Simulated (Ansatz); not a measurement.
Si$_{2}$H$_{8}$O, closed shell: at the start structure of a reaction step.

The input file, in.yaml:

```yaml
crystal:
  periodic: [false, false, false]
  atoms:
    - {symbol: Si, position_ang: [-0.279226, -0.794127, -0.930764]}
    - {symbol: H, position_ang: [0.656753, -0.014985, -1.784596]}
    - {symbol: H, position_ang: [-0.402533, -2.153380, -1.532025]}
    - {symbol: H, position_ang: [-1.626338, -0.164997, -0.976427]}
    - {symbol: Si, position_ang: [0.509099, -1.019634, 1.257859]}
    - {symbol: H, position_ang: [0.337113, 2.602298, -0.855730]}
    - {symbol: O, position_ang: [-0.164757, 2.324352, -0.085668]}
    - {symbol: H, position_ang: [0.632725, 0.283615, 1.954992]}
    - {symbol: H, position_ang: [-0.423071, -1.893979, 2.022706]}
    - {symbol: H, position_ang: [1.840632, -1.686271, 1.231072]}
    - {symbol: H, position_ang: [-1.080397, 2.516909, -0.301417]}
basis:
  gaussian: {orbitals: 6-31G}
hamiltonian: {xc: {name: B3LYP}, dispersion: d4}
```

Launched with

```bash
ansatz run in.yaml --threads 4 --pin off --events-out ev --progress --plain --max-ram 9574MiB
```

The run's output (Ansatz 0.2.0):

```
Functional definition: B3LYP
  name "B3LYP"
  cite "Stephens, Devlin, Chabalowski & Frisch, J. Phys. Chem. 98, 11623 (1994) doi:10.1021/j100096a001"
  cite "Becke, Phys. Rev. A 38, 3098 (1988) doi:10.1103/PhysRevA.38.3098"
  cite "Lee, Yang & Parr, Phys. Rev. B 37, 785 (1988) doi:10.1103/PhysRevB.37.785"
  cite "Vosko, Wilk & Nusair, Can. J. Phys. 58, 1200 (1980) doi:10.1139/p80-159"
  parameter a0 = 0.2
  parameter ax = 0.72
  parameter ac = 0.81
  exchange = (1 - a0 - ax)*slater_x + ax*b88_x + a0*exact_x
  correlation = (1 - ac)*vwn_rpa_c + ac*lyp_c
612 factors; integrals over basis functions are off by at most 3.1e-4 eV
mean field evaluation 1: about -17925.8497 eV, gradient 4.7e1 eV
mean field evaluation 2: about -17920.9572 eV, gradient 7.0e1 eV
mean field evaluation 4: about -17929.8341 eV, gradient 6.5e-1 eV
mean field evaluation 8: about -17929.9758 eV, gradient 2.5e-2 eV
mean field evaluation 16: about -17929.9758 eV, gradient 2.6e-5 eV
mean field -17929.97581562 eV, -658.9144578499 hartree, gradient 2.6e-5 eV, S^2 0.000000; 0 other end points of the search recorded, 0 dependent functions left out
reference -17929.97607942 eV, -658.9144675443 hartree; 22, 22 occupied and 29, 29 virtual orbitals, 612 factors
Total energy: -17930.26232988 eV, -658.9249870549 hartree
```

The run took about 2.5 s on 4 CPU threads of an Intel Xeon (shared host).
